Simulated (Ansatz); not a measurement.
Species: C$_{4}$H$_{5}$, charge -1, multiplicity 1. It need not be the lowest isomer of its formula. Whether it binds its extra electron was not tested at this geometry. 
Structure (B3LYP-D3(BJ)/def2-TZVP (Ansatz, a first-principles code) minimum search):
SMILES: C1[C@-]2[C@@H]1C2
```xyz
9

C      0.0491     1.1076     0.2895
C      0.0351    -1.1069     0.2944
C      0.8330    -0.0063    -0.4426
C     -0.6956     0.0036    -0.3544
H      0.0118     1.1705     1.3920
H      0.0632     2.0901    -0.1855
H     -0.0030    -1.1644     1.3971
H      0.0367    -2.0915    -0.1763
H     -1.4380     0.0066    -1.1493
```
Charge -1, spin multiplicity 1.

Total electronic energies in hartree. Correlated levels leave the core frozen unless marked. Spin-orbit coupling is left out. Non-relativistic. 

```tsv
level	program	energy (Eh)
HF/6-31G	Ansatz	-154.10399
HF/cc-pVDZ	Ansatz	-154.21286
r2SCAN-D3(BJ)/def2-TZVPD	Ansatz + dftd3	-155.26161
PBE0-D4/def2-TZVPD	Ansatz + dftd4	-155.17172
BHLYP-D3(BJ)/def2-TZVPD	Ansatz + dftd3	-155.25161
LC-wPBE-D4/def2-TZVPD	Ansatz + dftd4	-155.25908
SCS-MP2/6-31G*	Ansatz	-154.70528
SCS-MP2/aug-cc-pVDZ	Ansatz	-154.80668
```

Totals of different functionals don't rank their quality; only differences between species are comparable.
